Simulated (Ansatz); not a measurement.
`[AlH]` + F• → Al• + H–F  (hydrogen abstraction from the Al–H bond)

Program: Ansatz. Geometries: PBE0-D4/def2-TZVP. ΔE: electronic, gas phase. CBS: def2 TZ/QZ extrapolation, frozen cores. Functionals use def2-TZVPP. B3LYP here is the variant with VWN-RPA as its local correlation; programs differ in this. No spin–orbit coupling; open shells (•) take unrestricted orbitals. Spin–orbit coupling would lower the free atoms: a little for Al, F.

```
             level  ΔE (kJ/mol)
             B3LYP       -273.2
SCS-MP2/def2-TZVPP       -284.1
```

What does CCSD(T)/CBS give? (An estimate is asked.)

Ansatz gave: -285.3 kJ/mol. The listed levels differ from it by 12.1, 1.2 kJ/mol.

Largest T1 diagnostic among the species: 0.018.

Leaving LDA and LC-ωPBE aside and taking each functional with its dispersion term where it has one, the values, not all of them listed here, spread over 56.4 kJ/mol, from PBE-D4 to B97M-V. LDA lies −49.1 kJ/mol from PBE without D4. From BLYP to BHLYP (50 % exact exchange), in def2-TZVPP and without D4, ΔE moves by +36.4 kJ/mol.

CCSD(T)/CBS has its own doubt, a few kJ/mol and more with outer-core shells, so smaller differences from it don't rank the levels.
